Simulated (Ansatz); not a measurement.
bcc W

Level of theory: PBE0 in Ansatz (plane waves, PAW).

Numerical settings: plane-wave cutoff 460 eV, 14×14×14 k mesh, Fermi–Dirac smearing 0.05 eV, no spin polarisation, scalar-relativistic PAW data made under PBE.

Cell (relaxed at this level):

Space group Im-3m (No. 229); a = b = c = 3.1648 Å, α = β = γ = 90.00°

```
atom  site  symmetry       x       y       z
----  ----  --------  ------  ------  ------
W       2a      m-3m  0.0000  0.0000  0.0000
```
(The calculation used a cell of 1 atom; values per cell refer to that cell.)

| Item | Result |
|---|---|
| bulk modulus B0 | 336 GPa |
| pressure derivative B′ of the bulk modulus | 4.1 |

Measured, for comparison: bulk modulus 312 GPa (zero-point energy and finite temperature contributions removed, our sources range from 300 to 328; as tabulated in doi:10.1021/acs.jctc.3c00612). Computed (rounded) less measured: bulk modulus +8 % (+2 % to +12 % over the range).

Spin–orbit coupling is not included.

Static lattice: no zero-point or thermal effects.

Cost on a shared machine: roughly 27 core-minutes.

Ansatz is an electronic-structure program.
